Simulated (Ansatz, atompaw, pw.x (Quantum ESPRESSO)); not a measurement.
indium (In): does the PAW (atompaw) potential hold in the solid?

atompaw 4.2.0.5 input, output lines left out:

```
In 49
GGA-PBESOL scalarrelativistic loggrid 1500 logderivrange -3 5 201
5 5 4 0 0 0
5 1 1
0 0 0
c
c
c
c
v
c
c
c
v
c
c
2
2.30 1.85 2.25 1.35
y
0.6
n
y
0.7
n
y
0.05
n
custom polynom2 7 10 vanderbiltortho besselshape
3 0 troulliermartins
2.30
2.30
2.30
2.20
2.30
```

Crystal test: bcc In in pw.x 7.5, no spin, 12³ k-points, Fermi–Dirac smearing 0.01 Ry, cutoffs 40/400 Ry. The reference is all-electron LAPW (Ansatz 0.2.0) with the same functional, mesh and smearing; V0 and B0 come from Birch–Murnaghan fits to the pressures at five volumes. Errors are pseudo minus all-electron; Δ is the rms difference of the E(V) curves that follow from these fits, minima aligned, over ±6 % about the mean V0. Mesh and smearing are coarse, so the numbers serve the comparison and aren't converged zero-temperature values; the lattice is a test structure that the element need not adopt.

```
V (Å³/atom)  P all-electron (GPa)  P pseudo (GPa)
     24.714                  2.23        -1112.07
     25.365                  0.90        -1085.17
     26.015                 -0.23        -1043.89
     26.665                 -1.20        -1028.84
     27.316                 -2.04        -1025.85
```

All-electron: a0 = 3.726 Å (V0 = 25.87 Å³/atom), B0 = 43.2 GPa.

Pseudopotential: converged, but broken (pressure over 100 GPa off). The pressure does not cross zero within the volumes sampled, so no fit is given. The pseudo pressure rises with volume over the whole range, a mechanical instability. Note: ghost state, extra bound levels that the all-electron valence spectrum of the same l lacks: s at -579.4 eV. A true bound ghost makes a file unfit for plane-wave use. The logarithmic derivative shows an extra or strongly shifted pseudo pole above the reference energy (d near 0.52 Ry). A pressure error of this size marks a broken potential; the numbers have no physical meaning.

Problem. At the middle volume, how do free energy and pressure move when the wave cutoff is lowered (ecutrho held at 400 Ry)?

Solution.

```csv
cutoff (Ry),shift of F (meV/atom),shift of P (GPa)
18,+394406.7,+987.34
24,+326776.4,-1204.47
32,+114060.8,-2192.41
```

The run at the middle volume (72 k-points, 17 iterations) took about 15 s on one core of a shared host (Intel(R) Xeon(R) Platinum 8488C, 192 threads, 744 GiB, load 69).
